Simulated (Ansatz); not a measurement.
Reading a saddle point

A first-order saddle point of SiNH5, closed shell, PBE0-D4/def2-TZVP, with one imaginary mode of 1590i cm⁻¹:

```xyz
7
angstrom
Si -0.0394 -0.1731 1.0101
H 0.1312 -1.2531 -0.1866
N 0.1388 -0.0729 -0.8655
H -1.4827 0.1939 1.1328
H 0.6986 0.9773 1.6356
H 1.0790 -0.0414 -1.2344
H -0.5254 0.3693 -1.4920
```

Program: Ansatz 0.2.0. Basis: def2-TZVPP and def2-QZVPP. Cores are frozen in the correlated methods. Extrapolation: Hartree–Fock as exp(−7.88 √X), correlation as X^−2.97.

**Question.** Which contacts change along the imaginary mode, and what lies on either side? (Judge from chemistry; the calculation decides.)

**Answer.** The calculation gives: The step is SiH₂ + NH₃ → SiNH₅ ([NH2][SiH3]), with the molecules in contact on both sides. Shortening one way: Si1–H2, Si1–N3; lengthening the same way: H2–N3.
```
  pair  one side (Å)  saddle (Å)  other side (Å)
Si1–H2          2.57        1.62            1.49
Si1–N3          2.04        1.89            1.72
 H2–N3          1.01        1.36            2.60
```

**Question.** Which side is lower, and how far does the saddle lie above each? (To be estimated.)

**Answer.** The calculation gives: The side with Si1–H2, Si1–N3 short is lower by 155.3 kJ/mol; the saddle lies 315.2 kJ/mol above it and 159.9 kJ/mol above the other (CCSD(T) at an estimated basis limit (MP2 extrapolated from triple and quadruple zeta, plus CCSD(T) − MP2 in triple zeta); electronic energies).

No T1 diagnostic of these runs exceeds 0.014. The restricted Hartree–Fock reference is unstable towards an unrestricted one at one or more of these structures.

Losses and insertions of silylenes and their heavier kin drive the gas-phase chemistry of silicon and germanium vapour deposition.

Labels in which every atom is bracketed show which atoms are joined, not bond orders.

For scale, one of the runs: CCSD(T)/def2-TZVPP, 143 basis functions, launched by `ansatz run in.yaml --threads 2 --pin off --events-out ev --progress --plain --max-ram 4352MiB`. Time: 7 s of wall clock on 2 CPU threads of an Arm Neoverse V2; the host was shared. Peak host memory: 0.79 GiB.
